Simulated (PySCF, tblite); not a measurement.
**C₂H₅F, a complex of two parts: NMR shifts, interaction energy, infrared bands, spin-spin couplings and core binding energies**

One table from this session's results is given with a row withheld; the runs are named, their logs left out.

Computed with tblite 0.8.0 and PySCF 2.14.0; each step states its level. No surroundings beyond the atoms listed, unless a continuum is named. Atoms count from 0, parts from 1.

### The system as given

8 atoms, charge 0, multiplicity 1; geometry: rigid parts in contact. Parts: 1 = atoms 0–1, `F`, charge 0; 2 = atoms 2–7, `C=C`, charge 0.

Set-up of the first run:

The job: settings as JSON, then the geometry in Å.

```
{"job": {"kind": "dock", "xc": "GFN2-xTB", "basis": "xTB"}, "charge": 0, "multiplicity": 1, "parts": [{"atoms": "0-1", "charge": 0, "multiplicity": 1}, {"atoms": "2-7", "charge": 0, "multiplicity": 1}]}
F      0.466219     0.003006    -0.002295
H     -0.466219    -0.003006     0.002295
C     -2.689249     1.480441    -0.584499
C     -3.772823     0.842758    -0.974338
H     -2.416329     2.442085    -0.987379
H     -2.022023     1.072494     0.157200
H     -4.045869    -0.118618    -0.570967
H     -4.439953     1.250698    -1.715918
```

Level: GFN2-xTB search for minima from random contacts, gas phase.

Command:

```
> OMP_NUM_THREADS=1 python cluster_run.py task.json out
```

This one command runs all jobs of the session in turn.

Steps of the session up to this table: Search for minima with GFN2-xTB; Geometry optimisation at PBE0-D3(BJ)/def2-TZVPD; Shielding tensors: PBE0/pcSseg-2; Coupled-cluster interaction energy: CCSD(T) and MP2.

One table of the session follows, with a row left open; its other results are not shown here.

It belongs to the step «Coupled-cluster interaction energy: CCSD(T) and MP2». 

```
                 method  interaction energy (kcal/mol)
         HF/aug-cc-pVDZ                          -2.68
        MP2/aug-cc-pVDZ                          -3.97
       CCSD/aug-cc-pVDZ                              ?
    CCSD(T)/aug-cc-pVDZ                          -3.63
         HF/aug-cc-pVQZ                          -2.72
        MP2/aug-cc-pVQZ                          -4.76
    SCS-MP2/aug-cc-pVQZ                          -4.09
      MP2, extrapolated                          -4.88
CCSD(T), limit estimate                          -4.54
```

**Question.** Estimate the row for CCSD/aug-cc-pVDZ.

The run gave: interaction energy (kcal/mol): -3.39. In the column «interaction energy (kcal/mol)» it lies between CCSD(T)/aug-cc-pVDZ (-3.63) and HF/aug-cc-pVQZ (-2.72).
